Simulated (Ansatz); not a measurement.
Input file:

```yaml
crystal:
  periodic: [false, false, false]
  atoms:
    - {symbol: Al, position_ang: [0.000000, 0.000000, 0.000000]}
    - {symbol: Al, position_ang: [0.000000, 0.000000, 4.840000]}
basis:
  gaussian: {orbitals: cc-pVDZ}
correlation: {method: fic_mrcisd_q, electrons: outside_noble_gas, active_space: {window: {electrons: 6, orbitals: 8}, shells: [{species: Al, l: s, shell: 3}, {species: Al, l: p, shell: 3}]}}
```

```sh
$ ansatz run in.yaml --threads 1 --pin off --events-out ev --progress --plain --max-ram 2393MiB
```

The program prints:

```
642 factors; integrals over basis functions are off by at most 5.1e-8 eV
mean field evaluation 1: about -13162.0622 eV, gradient 2.8e0 eV
mean field evaluation 2: about -13162.0613 eV, gradient 2.8e0 eV
mean field evaluation 4: about -13162.1767 eV, gradient 2.6e-1 eV
mean field evaluation 8: about -13162.1777 eV, gradient 1.3e-6 eV
mean field evaluation 16: about -13161.1875 eV, gradient 2.7e-6 eV
mean field evaluation 32: about -13162.1723 eV, gradient 7.7e-1 eV
mean field -13162.17767243 eV, -483.7011078173 hartree, gradient 8.5e-6 eV, S^2 0.000000; 9 other end points of the search recorded, 0 dependent functions left out; unrestricted orbitals would lower it
reference -13162.17767243 eV, -483.7011078173 hartree; 13, 13 occupied and 23, 23 virtual orbitals, 642 factors
state -13164.70397529 eV, -483.7939477352 hartree
contracted CI cycle   1: correlation 0.00000000 eV, 0.0000000000 hartree, residual 5.51e0 eV
contracted CI cycle   2: correlation -1.28896897 eV, -0.0473687358 hartree, residual 1.44e0 eV
contracted CI cycle   3: correlation -1.36085555 eV, -0.0500105191 hartree, residual 3.48e-1 eV
contracted CI cycle   4: correlation -1.36483661 eV, -0.0501568203 hartree, residual 8.34e-2 eV
contracted CI cycle   5: correlation -1.36510403 eV, -0.0501666478 hartree, residual 2.15e-2 eV
contracted CI cycle   6: correlation -1.36512199 eV, -0.0501673077 hartree, residual 6.43e-3 eV
contracted CI cycle   7: correlation -1.36512367 eV, -0.0501673696 hartree, residual 2.18e-3 eV
contracted CI cycle   8: correlation -1.36512388 eV, -0.0501673773 hartree, residual 7.52e-4 eV
state -13164.70397529 eV, -483.7939477352 hartree; corrected -13166.15849688 eV, -483.8474004176 hartree
Total energy: -13166.15849688 eV, -483.8474004176 hartree
Checks for a lower state left out: starts, orbital_swaps
```

Ran on 1 thread of Arm Neoverse V1, shared host: 2.4 s wall, 0.19 GiB peak host memory.
